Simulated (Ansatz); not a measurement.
Results of r²SCAN0 in Ansatz (plane waves, PAW) for rock-salt MgS.

Settings: plane-wave cutoff 600 eV, 10×10×10 k mesh, finite displacements, scalar-relativistic PAW data made under PBE.

Cell (relaxed at this level):

```cif
data_MgS
_chemical_formula_sum 'Mg1 S1'
_space_group_name_H-M_alt 'P 1'
_space_group_IT_number 1
_cell_length_a 3.66660
_cell_length_b 3.66660
_cell_length_c 3.66660
_cell_angle_alpha 60.000
_cell_angle_beta 60.000
_cell_angle_gamma 60.000
loop_
_space_group_symop_operation_xyz
  'x, y, z'
loop_
_atom_site_label
_atom_site_type_symbol
_atom_site_fract_x
_atom_site_fract_y
_atom_site_fract_z
_atom_site_occupancy
Mg1 Mg 0.00000 0.00000 0.00000 1
S1 S 0.50000 0.50000 0.50000 1
```

Problem. Give the computed zone-centre TO phonon frequency.

Solution. 
zone-centre TO phonon frequency: 240 cm⁻¹

Measured, for comparison: zone-centre TO phonon frequency 240 cm⁻¹ (temperature not stated, no zero-point or thermal correction; as tabulated in Chmeruk and Núñez-Valdez (2023), arXiv:2212.11645). Computed (rounded) less measured: zone-centre TO phonon frequency 0.0 %.

Ansatz is an electronic-structure program.
